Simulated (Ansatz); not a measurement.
System: C2H5NO, charge 0, singlet. C2H5NO (SMILES CC(N)=O).
B3LYP-D3(BJ)/def2-TZVP minimum from Ansatz (an electronic-structure program):
```xyz
9

O      0.4073     1.2798     0.2945
C      0.0816     0.1387     0.0326
N      0.9986    -0.8468    -0.1811
C     -1.3711    -0.2792    -0.0780
H      0.7350    -1.7899    -0.3986
H     -1.8456     0.3221    -0.8534
H     -1.5079    -1.3353    -0.3100
H     -1.8689    -0.0518     0.8645
H      1.9753    -0.6128    -0.1189
```

Quantity: atomisation energy (electronic, to ground-state atoms), in kJ/mol. Open shells are spin-unrestricted; no spin-orbit coupling. Cores are frozen in correlated methods. Rows without X2C or -DK are non-relativistic. CBS(X,Y): correlation extrapolated as X^-3, Hartree-Fock from the larger set. A bracket is a step between two methods taken in the basis named. '+ core + X2C': CCSD(T) terms for core correlation (cc-pwCVTZ) and scalar relativity (cc-pVTZ-DK). For partners of very few electrons the exact lower level stands in for a higher one.

```
level         program  atomisation energy (kJ/mol)
------------  -------  ---------------------------
CCSD/cc-pVTZ   Ansatz                       3456.8
```

**Question.** Predict the result of CCSD(T)/CBS(cc-pVTZ,cc-pVQZ) + [CCSDT(Q) - CCSD(T)]/cc-pVDZ + core + X2C (Ansatz).

**Answer.** 3636.8 kJ/mol; the difference of CCSD/cc-pVTZ is -180.0 kJ/mol.
